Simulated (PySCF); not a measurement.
# Carbon: a sound run and one with changed settings

Sound run: C [He] 2s2 2p2, C⁺ [He] 2s2 2p1. All numbers are calculated (PySCF 2.14, the spin-free X2C one-electron Hamiltonian (Gaussian nucleus), in aug-cc-pVDZ-DK). The sound run starts from symmetry-adapted Hartree-Fock orbitals and uses a fine grid where one is needed.

Changed run: radial step 1.2 in ln r (0.13 in the sound run). This setting is unsound on purpose.

```tsv
species	method	sound run (hartree)	changed run (hartree)	converged
C	UHF	-37.70269	-37.70269	yes
C	r2SCAN	-37.84294	-38.10262	yes
C	B3LYP	-37.86957	-38.03612	yes
C⁺	UHF	-37.30535	-37.30535	yes
C⁺	r2SCAN	-37.41337	-37.71274	yes
C⁺	B3LYP	-37.44460	-37.65206	yes
```

Ionisation energy of C:

| method | sound run (eV) | changed run (eV) |
| --- | --- | --- |
| UHF | 10.812 | 10.812 |
| r2SCAN | 11.689 | 10.609 |
| B3LYP | 11.564 | 10.451 |

A coarse radial grid mis-integrates the density and the exchange-correlation energy, with errors of either sign; Hartree-Fock needs no grid.

For comparison, NIST gives 11.260 eV between the lowest levels.
